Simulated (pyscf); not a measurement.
H₃C–CH₃ (SMILES CC) + Br• (SMILES [Br]) → H₃C–Br (SMILES CBr) + CH₃• (SMILES [CH3]), a substitution at C (doublet surface; C–C broken, Br–C formed). Optimised with ωB97X-D3(BJ)/def2-SVP in PySCF. Energies in kcal/mol from the separated reactants.

Small-basis levels: PySCF, no dispersion term, spherical d functions. Open shells are spin-unrestricted. 

Problem. In single points SVWN5/6-31G*+LANL2DZ puts the saddle at 30.2 kcal/mol and the reaction energy at +32.1 kcal/mol. Should these be trusted to within a few kcal/mol? Compare with ωB97M-D3(BJ)/def2-TZVP.

Solution. ωB97M-D3(BJ)/def2-TZVP gives ΔE‡ = 42.0 kcal/mol and ΔE = +23.2 kcal/mol. SVWN5/6-31G*+LANL2DZ lies 11.7 kcal/mol under it in the barrier and 8.8 kcal/mol over it in the reaction energy, so on this step it does not hold to within 3.0 kcal/mol. At SVWN5/6-31G*+LANL2DZ this geometry lies under one side, so its ΔE‡ may be no barrier of that level. ωB97M-D3(BJ)/def2-TZVP has limits of its own. This is the saddle that the search found; another between the same sides may lie lower. The angle at the attacked C is 180°. Left out: the spin-orbit lowering of Br, which is large for Br, Se, Te and I. In the def2 sets elements up to Kr have no core potential.
